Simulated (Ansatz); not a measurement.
Worked example: correlation energy of [BH2···H···N], quartet

Geometry: a point of a hydrogen-transfer path between rigid fragments, not a stationary point.

```xyz
5

B    -1.4217    0.0000    0.0000
H    -2.0185    1.0336    0.0000
H    -2.0185   -1.0336    0.0000
H    -0.3117    0.0000    0.0000
N     1.4103    0.0000    0.0000
```

Basis cc-pVDZ; Ansatz 0.2.0. Only valence electrons are correlated (noble-gas cores frozen), which leaves 11 electrons in 41 orbitals. R marks a restricted (for open shells ROHF) determinant, U an unrestricted one.

Full CI isn't at hand for all of this; UCCSDT(Q) serves as the reference, and is uncertain by about the last step of the cluster series.

Runs differ by some tens of microhartree through their thresholds and, for an open shell, their frozen cores, so steps under 0.03 kcal/mol mean nothing.

```json
{"level": "UHF", "total energy (hartree)": "-80.753544"}
{"level": "UMP2", "total energy (hartree)": "-80.920983"}
{"level": "UCCSD", "total energy (hartree)": "-80.960996"}
{"level": "UCCSD(T)", "total energy (hartree)": "-80.963599"}
{"level": "UCCSDT", "total energy (hartree)": "-80.964163"}
{"level": "UCCSDT(Q)", "total energy (hartree)": "-80.964248"}
```

Question: What is the correlation energy at UCCSDT(Q), and what share of it do UMP2 and UCCSDT recover?

Answer: E(corr) = -80.964248 − (-80.753544) = -0.210704 hartree = -5.734 eV. UMP2: -0.167439 / -0.210704 = 79.47 %. UCCSDT: -0.210619 / -0.210704 = 99.96 %.

Question: By how many kcal/mol does UCCSD(T) miss UCCSDT(Q) (1 hartree = 627.509 kcal/mol), and which steps make up the rest?

Answer: -80.963599 − (-80.964248) = 0.000649 hartree = 0.41 kcal/mol. Steps: UCCSDT − UCCSD(T) = -0.35, UCCSDT(Q) − UCCSDT = -0.05 kcal/mol. That is within 1 kcal/mol of the reference in this basis, which itself misses far more of the correlation at the basis-set limit.
